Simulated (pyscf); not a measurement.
Optimised with ωB97X-D3(BJ)/def2-SVP in PySCF. MP2 and CC: frozen core, UHF for open shells. ΔMP2 is the change of the MP2 total energy from the triple- to the quadruple-zeta basis.

Q: Estimate the classical barrier height and the reaction energy of SiH₄ + Cl–Si:–Cl [singlet] → H₃Si–SiH(Cl)–Cl at CCSD(T)/def2-TZVPP + ΔMP2(QZVPP). The step runs on the singlet surface, breaks H–Si and forms Si–Si, H–Si; take the separated reactants as zero.

A: ΔE‡ = 18.3 kcal/mol, ΔE = -33.9 kcal/mol. Zero-point energy shifts the barrier by +0.8 kcal/mol. It is an insertion, with an imaginary mode of 517i cm⁻¹. This is the saddle that the search found; another between the same sides may lie lower. The CCSD(T) − MP2 part came from Ansatz, without density fitting, on the same reference.
